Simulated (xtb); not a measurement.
xtb input (GFN1-xTB):

```bash
xtb mol.xyz --gfn 1 --sp --chrg 0 --uhf 0
```
mol.xyz:
```
13

N      0.00263079     0.00150205     0.36900491
C      0.00339631     1.38522928    -0.06543536
C      1.19749666    -0.69632477    -0.06547556
C     -1.20217131    -0.68963439    -0.04839455
H     -0.00415039     1.48850833    -1.16610490
H      0.89147566     1.89250279     0.31476132
H     -0.87633860     1.89743154     0.32734475
H      1.28282323    -0.75494226    -1.16614821
H      1.19556909    -1.71431502     0.32727501
H      2.08370014    -0.18578123     0.31472119
H     -1.30348316    -0.74773152    -1.14773870
H     -2.08001233    -0.17417261     0.34435879
H     -1.20032911    -1.70763515     0.34432918
```

End of the output:

```
         :::::::::::::::::::::::::::::::::::::::::::::::::::::
         ::                     SUMMARY                     ::
         :::::::::::::::::::::::::::::::::::::::::::::::::::::
         :: total energy             -14.375814774005 Eh    ::
         :: gradient norm              0.027281530956 Eh/a0 ::
         :: HOMO-LUMO gap              6.979517802329 eV    ::
         ::.................................................::
         :: SCC energy               -14.545939751197 Eh    ::
         :: -> electrostatic           0.014075703049 Eh    ::
         :: repulsion energy           0.173807149696 Eh    ::
         :: dispersion energy         -0.003682172504 Eh    ::
         :: halogen bond corr.         0.000000000000 Eh    ::
         :: add. restraining           0.000000000000 Eh    ::
         :: total charge               0.000000000000 e     ::
         :::::::::::::::::::::::::::::::::::::::::::::::::::::

           -------------------------------------------------
          |                Property Printout                |
           -------------------------------------------------

    * Orbital Energies and Occupations

         #    Occupation            Energy/Eh            Energy/eV
      -------------------------------------------------------------
         1        2.0000           -0.7503134             -20.4171
         2        2.0000           -0.6326492             -17.2153
         3        2.0000           -0.6326492             -17.2153
         4        2.0000           -0.6028087             -16.4033
         5        2.0000           -0.5521333             -15.0243
         6        2.0000           -0.5461775             -14.8622
         7        2.0000           -0.5461775             -14.8622
         8        2.0000           -0.5084720             -13.8362
         9        2.0000           -0.5084720             -13.8362
        10        2.0000           -0.4918554             -13.3841
        11        2.0000           -0.4798337             -13.0569
        12        2.0000           -0.4798337             -13.0569
        13        2.0000           -0.3812035             -10.3731 (HOMO)
        14                         -0.1247109              -3.3936 (LUMO)
        15                         -0.1247109              -3.3936
        16                         -0.1198580              -3.2615
        17                         -0.0851629              -2.3174
        18                         -0.0663756              -1.8062
Note: The following floating-point exceptions are signalling: IEEE_DENORMAL
normal termination of xtb
        19                         -0.0663756              -1.8062
        20                         -0.0443081              -1.2057
        21                         -0.0443081              -1.2057
        22                         -0.0290067              -0.7893
        23                          0.0861674               2.3447
        24                          0.0861674               2.3447
       ...                                ...                  ...
        34                          0.4698705              12.7858
      -------------------------------------------------------------
                  HL-Gap            0.2564926 Eh            6.9795 eV
             Fermi-level           -0.2529572 Eh           -6.8833 eV

  Mulliken/CM5 charges         n(s)   n(p)   n(d)
     1N    -0.33104 -0.61184   1.481  3.851  0.000
     2C     0.05728 -0.03116   0.983  2.959  0.000
     3C     0.05728 -0.03116   0.983  2.959  0.000
     4C     0.05728 -0.03116   0.983  2.959  0.000
     5H     0.00995  0.06889   0.990  0.000  0.000
     6H     0.02156  0.08311   0.978  0.000  0.000
     7H     0.02156  0.08311   0.978  0.000  0.000
     8H     0.00995  0.06889   0.990  0.000  0.000
     9H     0.02156  0.08311   0.978  0.000  0.000
    10H     0.02156  0.08311   0.978  0.000  0.000
    11H     0.00995  0.06889   0.990  0.000  0.000
    12H     0.02156  0.08311   0.978  0.000  0.000
    13H     0.02156  0.08311   0.978  0.000  0.000

Wiberg/Mayer (AO) data.
largest (>0.10) Wiberg bond orders for each atom

 ---------------------------------------------------------------------------
     #   Z sym  total        # sym  WBO       # sym  WBO       # sym  WBO
 ---------------------------------------------------------------------------
     1   7 N    3.042 --     2 C    0.989     4 C    0.989     3 C    0.989
     2   6 C    3.980 --     1 N    0.989     6 H    0.987     7 H    0.987
                             5 H    0.980
     3   6 C    3.980 --     1 N    0.989     9 H    0.987    10 H    0.987
                             8 H    0.980
     4   6 C    3.980 --     1 N    0.989    13 H    0.987    12 H    0.987
                            11 H    0.980
     5   1 H    1.003 --     2 C    0.980
     6   1 H    1.013 --     2 C    0.987
     7   1 H    1.013 --     2 C    0.987
     8   1 H    1.003 --     3 C    0.980
     9   1 H    1.013 --     3 C    0.987
    10   1 H    1.013 --     3 C    0.987
    11   1 H    1.003 --     4 C    0.980
    12   1 H    1.013 --     4 C    0.987
    13   1 H    1.013 --     4 C    0.987
 ---------------------------------------------------------------------------

Topologies differ in total number of bonds
Writing topology from bond orders to xtbtopo.mol

 dipole moment from electron density (au)
     X       Y       Z
  -0.0036  -0.0021  -0.5083  total (Debye):    1.292

           -------------------------------------------------
          | TOTAL ENERGY              -14.375814774005 Eh   |
          | GRADIENT NORM               0.027281530956 Eh/α |
          | HOMO-LUMO GAP               6.979517802329 eV   |
           -------------------------------------------------

------------------------------------------------------------------------
------------------------------------------------------------------------
 total:
 SCF:
```
